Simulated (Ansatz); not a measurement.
Anatase TiO₂ (metastable phase) was calculated with RPBE in Ansatz (plane waves, PAW).

Run with plane-wave cutoff 520 eV, 12×12×12 k mesh, Fermi–Dirac smearing 0.01 eV, no spin polarisation, scalar-relativistic PAW data made under PBE.

The cell is scaled about its equilibrium volume:

Shape and atoms are relaxed at each volume.

| V (Å³/atom) | P (GPa) | direct gap at Γ (eV) | smallest gap on the k mesh (eV) | c (Å) |
|---|---|---|---|---|
| 11.467 | 7.10 | 2.598 | 2.119 | 9.541 |
| 11.706 | 3.42 | 2.561 | 2.134 | 9.678 |
| 11.945 | -0.01 | 2.520 | 2.140 | 9.804 |
| 12.183 | -3.17 | 2.476 | 2.138 | 9.921 |
| 12.422 | -6.09 | 2.428 | 2.129 | 10.027 |

The fundamental gap (2.14 eV at the equilibrium volume, with added k points) lies elsewhere than Γ–Γ.

Measured, for comparison: band gap 3.42 eV (low temperature, zero-point motion not removed, gap of extended states, from the Urbach tail; as tabulated in Kang and Hybertsen (2010), arXiv:1006.4085).

Note: the bulk modulus comes from volumes at which shape and atoms were relaxed.

Ansatz is a program for electronic structure.
